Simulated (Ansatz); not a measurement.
## Ansatz (development build ahead of 0.2.0) run

```yaml
crystal:
  periodic: [false, false, false]
  atoms:
    - { symbol: O, position_ang: [-0.11801, -0.00183, 0.01898] }
    - { symbol: H, position_ang: [-0.24227, 0.96916, -0.09224] }
    - { symbol: H, position_ang: [1.11786, 0.02678, -0.04425] }
    - { symbol: O, position_ang: [2.93266, 0.06346, 0.08334] }
    - { symbol: H, position_ang: [3.36342, 0.11627, 0.82042] }
    - { symbol: H, position_ang: [3.49706, 0.099, -0.879] }
basis:
  gaussian: { orbitals: def2-SVP }
hamiltonian:
  xc: hf
```

The input is written out in the form of the current development build from the run's settings.

Output:

| Quantity | Value |
| --- | --- |
| Converged | yes |
| Total energy | -151.84028 hartree |
| Spin squared of the determinant | 0.000 |

Caution: no unrestricted run beside it, a lower state can exist.
